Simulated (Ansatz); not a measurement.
Tantalum, bcc: convergence with cold smearing

Computed with Ansatz, LDA, scalar-relativistic PAW, on the relaxed cell (a = 3.255 Å; spin not included). Errors count from a run at 420 eV on a Γ-centred 22×22×22 mesh with Fermi-Dirac smearing of 0.1 eV, extrapolated to zero width. Fixed here: cutoff 420 eV, mesh 14×14×14. The SCF starts from atomic densities corrected by a trained network.

| width (eV) | E(σ→0) error (meV/atom) | F error (meV/atom) | P (GPa) | SCF iterations |
| --- | --- | --- | --- | --- |
| 0.01 | -4.1 | -4.1 | -0.15 | 5 |
| 0.1 | -4.0 | -3.7 | -0.08 | 5 |
| 0.2 | -3.8 | -1.3 | -0.07 | 5 |
| 0.3 | -1.1 | 2.6 | -0.19 | 5 |
| 0.6 | 5.3 | 9.4 | -0.66 | 5 |
| 1.0 | 9.7 | 25.5 | -1.20 | 5 |

Q: What does the run at 0.03 give (width)?

A: E(σ→0) error (meV/atom): -4.1; F error (meV/atom): -4.1; P (GPa): -0.08; SCF iterations: 5.
